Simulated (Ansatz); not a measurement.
# H3O+ (SMILES [OH3+]): functionals against CCSD(T) at one geometry

One table from this session's results is given with a row withheld; the runs are named, their logs left out.

Program: Ansatz 0.2.0, Gaussian basis. Level of theory: single points in def2-TZVPP. These are calculated values, not measurements.

Cores are frozen in the correlated methods.

## The starting structure

SMILES `[OH3+]`, 4 atoms, charge 1, spin multiplicity 1.

Atoms are counted from 1 here; the program's logs count them from 0.

Bond lengths: O1–H2 0.938 Å, O1–H3 0.975 Å, O1–H4 1.054 Å. Angles: H2–O1–H3 112.7°, H2–O1–H4 109.0°, H3–O1–H4 113.5°.

Coordinates:

```xyz
4

O     0.18480   -0.05570   -0.09920
H     0.20030    0.87640    0.00800
H    -0.43130   -0.34330   -0.79820
H    -0.00060   -0.50570    0.83610
```

The first run:

run/in.yaml

```yaml
crystal:
  periodic: [false, false, false]
  atoms:
    - {symbol: O, position_ang: [0.184800, -0.055700, -0.099200]}
    - {symbol: H, position_ang: [0.200300, 0.876400, 0.008000]}
    - {symbol: H, position_ang: [-0.431300, -0.343300, -0.798200]}
    - {symbol: H, position_ang: [-0.000600, -0.505700, 0.836100]}
basis:
  gaussian: {orbitals: def2-TZVPP}
total_charge: 1
correlation: {method: ccsd_t}
output: {forces: true}
```

No record of the launch command was kept for these runs.

Steps of the session up to this table: CCSD(T)/def2-TZVPP; PBE0-D4/def2-TZVPP; wB97M-V/def2-TZVPP; r2SCAN-D4/def2-TZVPP; PBE-D4/def2-TZVPP; B97M-V/def2-TZVPP; LC-wPBE/def2-TZVPP.

One of the session's tables, all rows but one given; the rest of the session is left out.

| method | RMS force component (eV/Å) | angle to CCSD(T) forces (°) |
| --- | --- | --- |
| CCSD(T) | 1.510 | reference |
| PBE0-D4 | 1.514 | 1.7 |
| wB97M-V | ? | ? |
| r2SCAN-D4 | 1.496 | 1.7 |
| PBE-D4 | 1.515 | 9.8 |
| B97M-V | 1.486 | 3.2 |
| LC-wPBE | 1.531 | 3.2 |

**Question.** Estimate the row for wB97M-V.

The run gave: RMS force component (eV/Å): 1.503; angle to CCSD(T) forces (°): 2.0. In the column «RMS force component (eV/Å)» it lies between r2SCAN-D4 (1.496) and CCSD(T) (1.510).
